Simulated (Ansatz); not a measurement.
A made-up structure of C2H5Na, singlet:

```xyz
8
angstrom
C -0.7368 0.3230 -0.2410
C 0.6930 -0.1169 0.0376
Na 0.9819 -1.7580 1.6645
H -1.3658 -0.5087 -0.5778
H -0.8157 1.1008 -1.0188
H -1.2229 0.7343 0.6507
H 1.2727 -2.9006 3.2427
H 1.3048 0.7352 0.3576
```

It is relaxed with PBE-D4/def2-SVP and then PBE0-D4/def2-TZVP (Ansatz 0.2.0). Atoms count as bonded within 1.22 times the sum of their covalent radii (H–H: 0.88 Å). The end point is not checked to be a true minimum.

(1) Does its bonding change? (Judge from chemistry; the calculation decides.)

## Answers

(1) The calculation gives: Yes. Formed: C2–H7; broken: Na3–H7.

Where it ends: The first stage lowers the energy by 0.31 eV in 14 steps. It ends as C₂H₅Na ([CH3][CH2][Na]):
| atom | x (Å) | y (Å) | z (Å) |
| --- | --- | --- | --- |
| C1 | -0.6589 | 0.0512 | 0.1535 |
| C2 | 0.5249 | -0.4287 | 0.9805 |
| Na3 | 1.7751 | -2.1826 | 0.0950 |
| H4 | -1.3912 | -0.7454 | -0.0194 |
| H5 | -0.3528 | 0.4076 | -0.8364 |
| H6 | -1.2147 | 0.8819 | 0.6194 |
| H7 | 0.1944 | -0.7646 | 1.9708 |
| H8 | 1.2343 | 0.3898 | 1.1521 |

Labels in which every atom is bracketed show which atoms are joined, not bond orders.

For scale, one of the runs: PBE0-D4/def2-TZVP relaxation, 124 basis functions, launched by `ansatz run in.yaml --threads 2 --pin off --events-out ev --progress --plain --max-ram 4352MiB`. Hardware: 2 CPU threads of an Arm Neoverse V2, shared host. Wall time about 53 s.
